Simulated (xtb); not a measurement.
C₂H₂, charge -1, doublet, at a GFN2-xTB geometry of the parent state (a state made from the parent by changing its charge; the spin is typed, not shown lowest); xtb with GFN0-xTB.

Here is a job for xtb.
```
$ xtb mol.xyz --gfn 0 --chrg -1 --uhf 1 --json

# file mol.xyz
4

C     -0.00000000    -0.00000000    -0.59686216
C      0.00000000     0.00000000     0.59686216
H      0.00000000     0.00000000     1.64657465
H     -0.00000000    -0.00000000    -1.64657465
```

It wrote (shortened):

```
   ID    Z sym.   atoms
    1    6 C      1, 2
    2    1 H      3, 4

           -------------------------------------------------
          |                Calculation Setup                |
           -------------------------------------------------

           -------------------------------------------------
          |                 G F N 0 - x T B                 |
           -------------------------------------------------

          ...................................................
          :                      SETUP                      :
          :.................................................:
          :  # basis functions                  12          :
          :  # atomic orbitals                  12          :
          :  # shells                            8          :
          :  # electrons                        11          :
          :  electronic temp.          300.0000000     K    :
          :  accuracy                    1.0000000          :
          :  -> integral cutoff          0.2500000E+02      :
          :  -> integral neglect         0.1000000E-07      :
          ...................................................

         :::::::::::::::::::::::::::::::::::::::::::::::::::::
         ::                     SUMMARY                     ::
         :::::::::::::::::::::::::::::::::::::::::::::::::::::
         :: total energy              -6.537203495265 Eh    ::
         :: gradient norm              0.319043677003 Eh/a0 ::
         :: HOMO-LUMO gap              0.000000000000 eV    ::
         ::.................................................::
         :: H0 energy                 -5.608740354772 Eh    ::
         :: repulsion energy           0.163769629599 Eh    ::
         :: electrostat energy        -1.091667243225 Eh    ::
         :: -> Gsolv                   0.000000000000 Eh    ::
         ::    -> Gsasa                0.000000000000 Eh    ::
         ::    -> Gshift               0.000000000000 Eh    ::
         :: dispersion energy         -0.000565526866 Eh    ::
         :: short-range corr.          0.000000000000 Eh    ::
         :: add. restraining           0.000000000000 Eh    ::
         :: total charge              -1.000000000000 e     ::
         :::::::::::::::::::::::::::::::::::::::::::::::::::::

           -------------------------------------------------
          |                Property Printout                |
[...]
         2        2.0000           -0.5984575             -16.2849
         3        2.0000           -0.5375532             -14.6276
         4        2.0000           -0.4568570             -12.4317
         5        2.0000           -0.4568570             -12.4317
         6        0.5000           -0.2062069              -5.6112 (HOMO)
         7        0.5000           -0.2062069              -5.6112 (LUMO)
         8                         -0.1284963              -3.4966
         9                         -0.0990330              -2.6948
        10                          0.0736196               2.0033
        11                          0.4079701              11.1014
        12                          1.4558584              39.6159
      -------------------------------------------------------------
                  HL-Gap            0.0000000 Eh            0.0000 eV
             Fermi-level            0.0000000 Eh            0.0000 eV

     #   Z          covCN         q      C6AA      α(0)
     1   6 C        1.909    -0.484    48.488    11.233
     2   6 C        1.909    -0.484    48.488    11.233
     3   1 H        0.928    -0.016     3.351     2.862
     4   1 H        0.928    -0.016     3.351     2.862

 Mol. C6AA /au·bohr⁶  :        309.261790
 Mol. C8AA /au·bohr⁸  :       7676.901635
 Mol. α(0) /au        :         28.190126

Wiberg/Mayer (AO) data.
largest (>0.10) Wiberg bond orders for each atom

 ---------------------------------------------------------------------------
     #   Z sym  total        # sym  WBO       # sym  WBO       # sym  WBO
 ---------------------------------------------------------------------------
     1   6 C    3.221 --     2 C    2.250     4 H    0.968
     2   6 C    3.221 --     1 C    2.250     3 H    0.968
     3   1 H    0.985 --     2 C    0.968
     4   1 H    0.985 --     1 C    0.968
 ---------------------------------------------------------------------------

Topologies differ in total number of bonds
Writing topology from bond orders to xtbtopo.mol

 dipole moment from electron density (au)
     X       Y       Z
  -0.0000   0.0000  -0.0000  total (Debye):    0.000

           -------------------------------------------------
          | TOTAL ENERGY               -6.537203495265 Eh   |
          | GRADIENT NORM               0.319043677003 Eh/α |
          | HOMO-LUMO GAP               0.000000000000 eV   |
           -------------------------------------------------

normal termination of xtb
```
